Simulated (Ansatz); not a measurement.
# Nickel, fcc under r²SCAN: testing the k-point mesh

Aim: find which k-point mesh is enough for energy and pressure. The geometry was relaxed under r²SCAN beforehand and stays fixed; 8 values are run, from 2×2×2 to 22×22×22. Wanted are the values from which on the energy stays within 10 and 1 meV/atom, and the pressure within 0.5 GPa, of the last run. Within the series other settings stay, but some runs also write fields, which adds to their time. Spin polarisation is left out.

Method: DFT r²SCAN, plane waves with PAW, scalar-relativistic, in Ansatz 0.2.0.

## Step 1: The starting structure

The structure is cubic, space group Fm-3m (No. 225). Conventional cell: a = 3.466 Å, b = 3.466 Å, c = 3.466 Å, α = 90.00°, β = 90.00°, γ = 90.00°. Ni (site symmetry m-3m) is surrounded by 12 Ni at 2.45 Å.

Structure file:

```xyz
1
Lattice="0.0000 1.7331 1.7331 1.7331 0.0000 1.7331 1.7331 1.7331 0.0000" Properties=species:S:1:pos:R:3 pbc="T T T"
Ni    0.0000    0.0000    0.0000
```

## Step 2: Run at 2×2×2

The run at 2×2×2.

The input, input.yaml:

```yaml
crystal:
  lattice:
    - [0.0, 1.7330608651, 1.7330608651]
    - [1.7330608651, 0.0, 1.7330608651]
    - [1.7330608651, 1.7330608651, 0.0]
  atoms:
    - { symbol: Ni, position: [0.0, 0.0, 0.0] }
hamiltonian:
  xc: r2scan
  pseudopotentials:
    kind: paw
    azcp:
      Ni: "pseudopotentials/Ni.paw.azcp"
basis:
  ecutwfc: 500
  fft_grid_basis: typed
kpoints:
  mp_grid: { grid: [2, 2, 2], shift: [0, 0, 0] }
magnetization:
  spin_polarized: false
scf:
  occupations: { method: fermi_dirac, width: 0.1 }
  lower_state_search: "off"
output:
  stress: true
```

Run with:

```
$ ansatz run input.yaml --threads 2 --pin off --max-ram 5120MiB --backend cpu --events-out ev --progress --plain --runs-dir out
```

## Step 3: Run at 4×4×4

The run at 4×4×4.

input.yaml: that of step 2 with these lines changed.

```diff
@@ -17,3 +17,3 @@
 kpoints:
-  mp_grid: { grid: [2, 2, 2], shift: [0, 0, 0] }
+  mp_grid: { grid: [4, 4, 4], shift: [0, 0, 0] }
 magnetization:
```

## Step 4: Run at 5×5×5

The run at 5×5×5.

input.yaml: that of step 3 with these lines changed.

```diff
@@ -17,3 +17,3 @@
 kpoints:
-  mp_grid: { grid: [4, 4, 4], shift: [0, 0, 0] }
+  mp_grid: { grid: [5, 5, 5], shift: [0, 0, 0] }
 magnetization:
```

## Step 5: Run at 7×7×7

The run at 7×7×7.

input.yaml: that of step 4 with these lines changed.

```diff
@@ -17,3 +17,3 @@
 kpoints:
-  mp_grid: { grid: [5, 5, 5], shift: [0, 0, 0] }
+  mp_grid: { grid: [7, 7, 7], shift: [0, 0, 0] }
 magnetization:
```

## Step 6: Run at 9×9×9

The run at 9×9×9.

input.yaml: that of step 5 with these lines changed.

```diff
@@ -17,3 +17,3 @@
 kpoints:
-  mp_grid: { grid: [7, 7, 7], shift: [0, 0, 0] }
+  mp_grid: { grid: [9, 9, 9], shift: [0, 0, 0] }
 magnetization:
```

## Step 7: Run at 12×12×12

The run at 12×12×12.

input.yaml: that of step 6 with these lines changed.

```diff
@@ -17,3 +17,3 @@
 kpoints:
-  mp_grid: { grid: [9, 9, 9], shift: [0, 0, 0] }
+  mp_grid: { grid: [12, 12, 12], shift: [0, 0, 0] }
 magnetization:
```

## Step 8: Run at 16×16×16

The run at 16×16×16.

input.yaml: that of step 7 with these lines changed.

```diff
@@ -17,3 +17,3 @@
 kpoints:
-  mp_grid: { grid: [12, 12, 12], shift: [0, 0, 0] }
+  mp_grid: { grid: [16, 16, 16], shift: [0, 0, 0] }
 magnetization:
@@ -25 +25,5 @@
   stress: true
+  write_density: true
+  write_potential: true
+  elf: true
+  volumetric_format: npy
```

## Step 9: Run at 22×22×22

The run at 22×22×22.

input.yaml: that of step 8 with these lines changed.

```diff
@@ -17,3 +17,3 @@
 kpoints:
-  mp_grid: { grid: [16, 16, 16], shift: [0, 0, 0] }
+  mp_grid: { grid: [22, 22, 22], shift: [0, 0, 0] }
 magnetization:
```

(Steps that only read results are left out.)

What does the calculation give? Wanted: pressure at 22×22×22.

As calculated:

```
                                           quantity                        value
      E(σ → 0) stays within 10 meV/atom of 22×22×22             from 12×12×12 on
                   E(σ → 0) stays within 1 meV/atom  not reached before 22×22×22
                      pressure stays within 0.5 GPa                from 7×7×7 on
                               pressure at 22×22×22                     0.07 GPa
                    CPU time, dearest over cheapest                           11
energy of a separate run on a finer mesh (25×25×25)  -0.1 meV/atom from 22×22×22
```

What this shows: The far end, 2×2×2, lies +2704 meV/atom and +37.6 GPa from the yardstick. Convergence in k is not monotonic; the energy swings about its limit. The energy has not settled to 1 meV/atom before the last mesh. A Fermi surface needs many points. A run on a finer mesh agrees with the yardstick to 1 meV/atom. The cell taken over is 5 % smaller than the measured one (10.94 Å³/atom, COD).

Real Ni is ferromagnetic; without spin these runs don't describe its ground state.
